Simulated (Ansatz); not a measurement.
System: rock-salt HfN. Method: r²SCAN (Ansatz, a first-principles code, PAW).

Settings: plane-wave cutoff 600 eV, 16×16×16 k mesh, Fermi–Dirac smearing 0.1 eV, finite displacements, scalar-relativistic PAW data made under PBE.

Cell (relaxed at this level):

```
HfN
1.0
    0.00000     2.26265     2.26265
    2.26265     0.00000     2.26265
    2.26265     2.26265     0.00000
Hf N
1 1
Cartesian
  0.00000   0.00000   0.00000
  2.26265   2.26265   2.26265
```

Question: Estimate the TO(Γ) frequency that the calculation returns.

Answer: 
TO(Γ) frequency: 492 cm⁻¹

Spin–orbit coupling is not included.
